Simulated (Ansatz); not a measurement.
# Two structures, one formula

Two relaxed structures of CH3OSi, doublet (PBE0-D4/def2-TZVP; forces vanish, vibrations not checked).

A:

```xyz
6
angstrom
C 0.0025 -0.3108 -0.2122
O -0.8688 -1.1865 0.2700
Si 0.7047 1.1561 0.6763
H -1.0726 -0.9164 1.1801
H 0.2583 -0.5806 -1.2383
H -0.1343 0.7750 1.9185
```

B:

```xyz
6
angstrom
C 0.0353 -0.2159 -0.6831
O -0.9371 -0.5596 0.3628
Si -0.2045 0.8858 0.7487
H -0.4246 0.0206 -1.6396
H 0.8546 -0.9284 -0.7504
H 0.6762 0.7976 1.9615
```

Computed with Ansatz 0.2.0 (basis: def2-TZVPP); correlated methods freeze the cores; orbitals are unrestricted. B3LYP uses VWN-RPA correlation.

Question: Which structure is lower at CCSD(T), and by how much? (Judge from chemistry; the value comes from the calculation.)

Answer: By the calculation: B, by 17.57 kcal/mol (electronic energy, against the other). By their contacts, A is CH₃OSi ([OH][CH][SiH]) and B is CH₃OSi ([CH2]1[O][SiH]1).

All methods give the same order:

| method | E(B) − E(A) (kcal/mol) |
| --- | --- |
| PBE-D4 | -16.55 |
| r2SCAN-D4 | -19.64 |
| PBE0-D4 | -17.40 |
| B3LYP-D4 | -15.24 |
| wB97M-V | -15.00 |
| HF | -15.87 |
| MP2 | -23.45 |
| CCSD | -16.94 |
| CCSD(T) | -17.57 |

The T1 diagnostic stays at or below 0.022. ⟨S²⟩ of the unrestricted Hartree–Fock references: 0.76 (a pure state has 0.75).

Labels in which every atom is bracketed show which atoms are joined, not bond orders.

For scale, one of the runs: CCSD(T)/def2-TZVPP, 146 basis functions, launched by `ansatz run in.yaml --threads 2 --pin off --events-out ev --progress --plain --max-ram 4352MiB`. Hardware: 2 CPU threads of an Arm Neoverse V1, shared host. Wall time 48 s; peak host memory 2 GiB.
